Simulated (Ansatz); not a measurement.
AlH5S (`[AlH3-][SH2+]`), relaxed with RKS PBE-D4/def2-SVP in Ansatz from a rough embedded geometry. The force threshold is 0.03 eV/Å; the program also tests the step.

Charge 0, multiplicity 1.

Start:

```xyz
7

Al   -0.431   -0.726   -0.272
S     0.993    0.728    0.610
H    -0.069   -2.190    0.046
H    -1.855   -0.398    0.354
H    -0.565   -0.477   -1.862
H     0.366    1.558    1.519
H     1.561    1.504   -0.395
```

**Question.** How much energy does the relaxation release, and in how many steps? (Best estimate.)

**Answer.** Computed: 90.35 kJ/mol, in 21 steps, 4 of them rejected.

**Question.** Which bonds change most? (An estimate is asked.)

**Answer.** The calculation gave: Al1–S2 from 2.218 to 2.584 Å; Al1–H3 from 1.542 to 1.609 Å; S2–H7 from 1.391 to 1.364 Å; Al1–H4 from 1.590 to 1.609 Å.

**Question.** Give the relaxed structure. (Best estimate.)

**Answer.** The calculation gave: 
```xyz
7

Al   -0.677   -0.828   -0.326
S     0.902    0.769    0.952
H     0.283   -2.113   -0.205
H    -1.908   -0.666    0.697
H    -0.733   -0.039   -1.728
H     0.290    1.945    0.631
H     1.844    0.931   -0.021
```
